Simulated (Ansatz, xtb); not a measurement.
# C6H12: 5 structures ranked

5 gas-phase structures of C6H12, from a drawn sample of its isomers (lower ones may exist). Each was relaxed with GFN2-xTB; where two conformers were screened, the lower at r2SCAN-D4/def2-SVP is listed:

A. `C[C@H]1C[C@H](C)C1`, a singlet
B. `C[C@H]1C[C@@H](C)C1`, a singlet
C. `C[C@@H]1CC[C@@H]1C`, a singlet
D. `CC1(C)CCC1`, a singlet
E. `C[C@@H]1CC[C@H]1C`, a singlet

Task: Which do you expect lowest at r2SCAN-D4/def2-SVP, and how would the others follow?

Result: Calculated order at r2SCAN-D4/def2-SVP: E (0.0), B (0.0), D (1.1), A (2.9), C (4.6) kJ/mol. Less than 1 kcal/mol parts E and B; B and D; D and A; A and C, so the order within those pairs means little.

Energies above the lowest of each column, in kJ/mol; the last columns are at PBE-D3(BJ)/def2-SVP geometries:

| structure | GFN2-xTB | HF/STO-3G | r2SCAN-D4/def2-SVP | PBE-D3(BJ)/def2-SVP | CCSD(T)/def2-SVP + ΔMP2/def2-TZVPP |
| --- | --- | --- | --- | --- | --- |
| E | 2.2 | 0.0 | 0.0 | 0.0 | 1.3 |
| B | 2.1 | 0.2 | 0.0 | 0.9 | 2.2 |
| D | 0.0 | 3.9 | 1.1 | 3.9 | 0.0 |
| A | 3.2 | 2.4 | 2.9 | 5.0 | 5.5 |
| C | 8.2 | 7.2 | 4.6 | 6.9 | 7.1 |

CCSD(T)/def2-SVP + ΔMP2/def2-TZVPP has B and D and E within 1 kcal/mol of each other at the bottom, and every level picks one of them. CCSD(T)/def2-SVP + ΔMP2/def2-TZVPP orders those it was run on as D (0.0), E (1.3), B (2.2), A (5.5), C (7.1) kJ/mol. Less than 1 kcal/mol parts D and E; E and B; B and A; A and C, so the order within those pairs means little. ΔMP2 is the change of the MP2 energy from the smaller to the larger basis.

Over these structures GFN2-xTB departs from r2SCAN-D4/def2-SVP by 1.5 kJ/mol on average once a common shift is removed. A GFN2-xTB relaxation took about 0.095 s and the r2SCAN-D4/def2-SVP energy about 3.6 s on a shared host (Ansatz 0.2.0, xtb 6.7.1).
